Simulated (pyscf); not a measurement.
PySCF, gas phase, ωB97X-D3(BJ)/def2-SVP geometries. Correlated levels are frozen-core, on RHF or UHF. ΔMP2 is the change of the MP2 total energy from the triple- to the quadruple-zeta basis.

Question: Estimate the classical barrier height and the reaction energy of H₃C–O–O• (SMILES CO[O]) + H• (SMILES [H]) → •O–OH (SMILES [O]O) + CH₃• (SMILES [CH3]) at CCSD(T)/def2-TZVPP + ΔMP2(QZVPP). The step runs on the triplet surface, breaks C–O and forms H–O; take the separated reactants as zero.

Answer: ΔE‡ = 28.8 kcal/mol, ΔE = -18.6 kcal/mol. Zero-point energy shifts the barrier by +0.9 kcal/mol. It is an exchange of partners, with an imaginary mode of 1756i cm⁻¹. On the product side the descent ends in a complex, 4.2 kcal/mol under the separated species and 50.5 kcal/mol under the saddle at ωB97X-D3(BJ)/def2-TZVP. At ωB97X-D3(BJ) the barrier from the zero used here is 30.8 kcal/mol. The same reactants have a lower exit, to O=O [triplet] + CH₄ (barrier +17.3 kcal/mol at ωB97M-D3(BJ), against +28.5 kcal/mol here). H₃C–O–O• + H• also meet on a surface of lower spin, which isn't treated here. •O–OH + CH₃• also meet on a surface of lower spin, which isn't treated here. H₃C–O–O• lies 49.2 kcal/mol over its isomer HO–CH•–OH, and others may lie lower still (electronic energy, ωB97M-D3(BJ)). This is the saddle that the search found; another between the same sides may lie lower. The CCSD(T) − MP2 part came from Ansatz, without density fitting, on the same reference. An open-shell T1 diagnostic exceeds 0.045.
